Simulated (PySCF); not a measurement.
Pentafluorophosphorane, PF₅.
Bonds: F1–P2, P2–F3, P2–F4, P2–F5, P2–F6.

Computed with PBE0-D3(BJ)/def2-SVP geometry optimisation, gas phase in PySCF.

(1) How far are the bound atoms from P2?

(2) List the angles at P2.

(3) What is the shape at P2?

(4) What are the rotational constants (commonest isotopes, rigid rotor)?

Answers

(1) 5 atoms: F3 1.568 Å, F5 1.568 Å, F4 1.569 Å, F1 1.594 Å, F6 1.594 Å.

(2) 
```csv
angle,degrees,distance of the outer atoms (Å)
F1–P2–F6,180.0,3.19
F3–P2–F5,120.0,2.72
F4–P2–F5,120.0,2.72
F3–P2–F4,120.0,2.72
F4–P2–F6,90.0,2.24
F1–P2–F5,90.0,2.24
F3–P2–F6,90.0,2.24
F1–P2–F4,90.0,2.24
F1–P2–F3,90.0,2.24
F5–P2–F6,90.0,2.24
```

(3) Trigonal bipyramidal: τ5 = (β − α)/60° = 1.00 from the two widest angles, 180.0° and 120.0° (0 for a square pyramid, 1 for a trigonal bipyramid). The P–F distances aren't all alike: 1.568 to 1.594 Å.

(4) A = 3604, B = 3034, C = 3033 MHz: a prolate symmetric top.

Point group: D3h (tolerance 0.08 Å). Charge 0, singlet. Whether it is a minimum is left open (no frequencies).

Time: 30 s; peak memory 0.38 GiB. Hardware: one thread of an Intel Xeon Platinum 8488C, shared host with 96 logical CPUs at a one-minute load of 37. That covers the optimisation of the geometry.
